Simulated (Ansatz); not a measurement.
C2H2FNS can be A, `FC1(S)C=N1`, or B, `NC1=C(F)S1`.

Computed with Ansatz on PBE0-D4/def2-TZVP structures; ΔE is electronic, products minus reactants. CCSD(T)/CBS is the MP2 limit (def2-TZVPP, def2-QZVPP) plus CCSD(T) − MP2 in def2-TZVPP, frozen cores. Functionals use def2-TZVPP. B3LYP here is the variant with VWN-RPA as its local correlation; programs differ in this. Each species was taken in one conformer, which may not be the lowest.

A:

```xyz
7

F     0.8789    1.3497    0.1701
C     0.1698    0.1899    0.0685
S     0.2700   -0.8031    1.5294
C    -0.1005   -0.3195   -1.2302
N    -1.0644    0.3121   -0.7242
H    -0.3181    0.1000    2.3339
H     0.1643   -0.8291   -2.1475
```

B:

```xyz
7

N     0.560   -0.752    0.632
C    -0.031   -0.067   -0.318
C    -1.240    0.668   -0.464
F    -1.142    1.910    0.047
S     0.281    0.285   -1.903
H     0.177   -0.760    1.563
H     1.395   -1.283    0.444
```

**Question.** Which isomer does CCSD(T)/CBS put lower? Give the gap. (Estimate.)

**Answer.** Ansatz gave: A, by 19.3 kcal/mol.

**Question.** Give E(B) − E(A) in kcal/mol with HF/def2-TZVPP, B3LYP, r2SCAN-D4, B2PLYP, CCSD(T)/def2-SVP, PBE0-D4, BLYP-D4. (Best estimate.)

**Answer.** The calculation gave: HF/def2-TZVPP 21.4, B3LYP 13.4, r2SCAN-D4 12.8, B2PLYP 15.7, CCSD(T)/def2-SVP 23.4, PBE0-D4 15.9, BLYP-D4 9.5. None reverses the order clearly.

**Question.** Does the order hold for the free energy at 298.15 K (harmonic terms from PBE0-D4)? (Best estimate.)

**Answer.** Computed: Yes: G(B) − G(A) = +20.6 kcal/mol, for one conformer each.

Largest T1 diagnostic: 0.021.

From BLYP to BHLYP (50 % exact exchange), in def2-TZVPP and without D4, E(B) − E(A) moves by +8.0 kcal/mol. At CCSD(T), def2-SVP lies +4.1 kcal/mol from the extrapolated value and def2-TZVPP +0.4 kcal/mol.
